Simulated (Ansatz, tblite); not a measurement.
Adding an electron: Mg₂S⁺ (the lowest doublet isomer of a short search). Total charge 1; doublet. Geometry: PBE0-D4/def2-TZVP. Ansatz, gas phase; energy differences of separate SCF runs; the reduced species is a triplet (the singlet lies 0.52 eV higher at PBE0-D4/def2-TZVP).

```xyz
3

Mg    1.905    0.631   -0.092
Mg   -1.709   -0.910   -0.537
S    -0.196    0.279    0.629
```

The xTB rows come from tblite. The structure comes from a short search, and lower isomers may exist.

Task: Estimate orbital energies and vertical electron affinities at: GFN1-xTB; GFN2-xTB; PBE-D4/def2-TZVP; r2SCAN-D4/def2-TZVP; PBE0-D4/def2-TZVP.

Result: 
| level | −HOMO (eV) | −LUMO (eV) | vertical EA (eV) | HOMO–LUMO gap (eV) |
| --- | --- | --- | --- | --- |
| GFN1-xTB | – | – | 11.85 | – |
| GFN2-xTB | – | – | 10.68 | – |
| PBE-D4/def2-TZVP | 8.99 | 8.54 | 6.32 | 0.46 |
| r2SCAN-D4/def2-TZVP | 9.08 | 8.59 | 6.45 | 0.49 |
| PBE0-D4/def2-TZVP | 9.44 | 8.12 | 6.52 | 1.33 |

  HOMO and LUMO are the levels of the spin that leaves or enters (xTB has no such levels and no spin-polarisation term). Other spin states of the ions may lie lower, which would lower the ionisation energy or raise the affinity. Raw xTB energy differences between charge states are shifted by several eV; the methods need an empirical correction for them.
